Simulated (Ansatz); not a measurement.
# Two structures, one formula

Two relaxed structures of CH2ClSi (charge +1), closed shell (PBE0-D4/def2-TZVP; forces vanish, vibrations not checked).

A:

| atom | x (Å) | y (Å) | z (Å) |
| --- | --- | --- | --- |
| Si1 | -0.7054 | -0.3050 | -0.6567 |
| C2 | 0.3702 | 0.0186 | 0.8469 |
| Cl3 | 1.1369 | -1.3856 | -0.0751 |
| H4 | 0.0750 | -0.3302 | 1.8356 |
| H5 | 1.0732 | 0.8503 | 0.8675 |

B:

```xyz
5
angstrom
Si 0.1539 -0.8074 0.7317
C -0.1487 0.4737 -0.3815
Cl 1.4911 -2.1792 1.0918
H -0.9838 0.3215 -1.0722
H -0.0816 1.4878 0.0241
```

Ansatz 0.2.0; basis: def2-TZVPP; cores frozen in the correlated methods. B3LYP uses VWN-RPA correlation.

(1) Which structure is lower at CCSD(T), and by how much? (To be estimated.)

No T1 diagnostic of these runs exceeds 0.023. The restricted Hartree–Fock reference is unstable towards an unrestricted one at one or more of these structures. A large double-excitation amplitude points to some diradical character; no triplet was computed.

Answers

(1) By the calculation: A, by 48.9 kJ/mol (electronic energy, against the other). By their contacts, A is CH₂ClSi ([CH2]1[Si][Cl]1), total charge +1 and B is CH₂ClSi ([CH2][Si][Cl]), total charge +1.

All methods give the same order:

```json
{"method": "PBE-D4", "E(B) − E(A) (kJ/mol)": "54.8"}
{"method": "r2SCAN-D4", "E(B) − E(A) (kJ/mol)": "44.9"}
{"method": "PBE0-D4", "E(B) − E(A) (kJ/mol)": "66.6"}
{"method": "B3LYP-D4", "E(B) − E(A) (kJ/mol)": "55.4"}
{"method": "wB97M-V", "E(B) − E(A) (kJ/mol)": "78.8"}
{"method": "HF", "E(B) − E(A) (kJ/mol)": "73.1"}
{"method": "MP2", "E(B) − E(A) (kJ/mol)": "61.1"}
{"method": "CCSD", "E(B) − E(A) (kJ/mol)": "57.8"}
{"method": "CCSD(T)", "E(B) − E(A) (kJ/mol)": "48.9"}
```

Labels in which every atom is bracketed show which atoms are joined, not bond orders.

For scale, one of the runs: CCSD(T)/def2-TZVPP, 143 basis functions, launched by `ansatz run in.yaml --threads 2 --pin off --events-out ev --progress --plain --max-ram 4352MiB`. Hardware: 2 CPU threads of an Arm Neoverse V1, shared host. Wall time 12 s; peak host memory 0.75 GiB.
